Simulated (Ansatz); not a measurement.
# CHSi (doublet): the correlation ladder at distance Si1–C2 = 4.619 Å, 6-31G

How much of the correlation energy of CHSi (doublet) does each wave-function method recover here?

The runs use Ansatz 0.2.0, Gaussian basis; 6-31G, core rule «outside noble gas», up to 6 orbitals frozen.

To be run: UHF; CCSD(T) on UHF; BCCD(T) on ROHF; CISD; CCSDT(Q) on UHF; CISDTQ; CASSCF and MRCISD+Q, 3 electrons in 3 orbitals; CASSCF and NEVPT2, 3 electrons in 3 orbitals; CASSCF and MRCISD+Q, 9 electrons in 9 orbitals; CASSCF and NEVPT2, 9 electrons in 9 orbitals; Full CI; Full CI in the symmetry of the determinant.

33 further runs of the same task are left out: 8 for a known fault of the program, 23 that didn't finish, 2 set aside as unsound or not needed.

### Step 1. The system

The geometry derives from a PBE0/def2-TZVP stationary point (not a proven minimum). One bond is set to the value named and the two fragments are kept rigid.

3 atoms, charge 0, spin multiplicity 2.

Atoms are counted from 1 here; the program's logs count them from 0.

Bond lengths: Si1–H3 1.500 Å.

### Step 2. UHF

in.yaml

```yaml
crystal:
  periodic: [false, false, false]
  atoms:
    - {symbol: Si, position_ang: [0.000000, 0.000000, 1.039822]}
    - {symbol: C, position_ang: [0.000000, 0.000000, -3.579178]}
    - {symbol: H, position_ang: [0.000000, 0.000000, 2.539355]}
basis:
  gaussian: {orbitals: 6-31G}
magnetization: {spin_polarized: true, initial_magnetization: 1}
hamiltonian: {xc: hf}
output: {orbitals: {seedname: orbitals}}
```

Command:

```sh
ansatz run in.yaml --threads 1 --pin off --events-out ev --progress --plain --max-ram 2393MiB
```

The runs that follow: CCSD(T) on UHF; BCCD(T) on ROHF; CISD; CCSDT(Q) on UHF; CISDTQ; CASSCF and MRCISD+Q, 3 electrons in 3 orbitals; CASSCF and NEVPT2, 3 electrons in 3 orbitals; CASSCF and MRCISD+Q, 9 electrons in 9 orbitals; CASSCF and NEVPT2, 9 electrons in 9 orbitals; Full CI; Full CI in the symmetry of the determinant.

Before running them: what should the planned runs give, taken together? Wanted: FCI below the UHF energy; UMP2 from FCI; UCCSD(T) from FCI; UCCSDT(Q) from FCI; NEVPT2 pair from FCI; MRCISD+Q pair from FCI; NEVPT2 valence from FCI; effectively unpaired electrons.

As calculated:

```
                         quantity                                                                                         value
         FCI below the UHF energy                                                                                    -2.2401 eV
                    UMP2 from FCI                                                                                    +799.0 meV
                UCCSD(T) from FCI                                                                                      +8.2 meV
               UCCSDT(Q) from FCI                                                                                      -0.1 meV
             NEVPT2 pair from FCI                                                                                    +819.2 meV
           MRCISD+Q pair from FCI                                                                                     -23.6 meV
          NEVPT2 valence from FCI                                                                                    +347.9 meV
levels within 1 kcal/mol (43 meV)  UCCSD, UCCSD(T), BCCD(T), UCCSDT, UCCSDT(Q), MRCISD+Q pair, MRCISD valence, MRCISD+Q valence
   effectively unpaired electrons                                                                                          3.05
```

What this shows: UCCSD(T) misses by +8.2 meV, 0.4 % of the correlation energy. MRCISD+Q pair falls below full CI: the +Q correction isn't variational, and the cores differ from full CI's. The occupations show strong static correlation (3.0 unpaired electrons where one determinant has 1). Coupled cluster on one determinant still stays close here. Of the multireference levels listed MRCISD+Q valence comes nearest in total energy (+3.3 meV), which doesn't show that its space is the better one. These misses are within one basis, not against nature; the frozen cores of restricted and unrestricted runs differ, which can shift their rows.
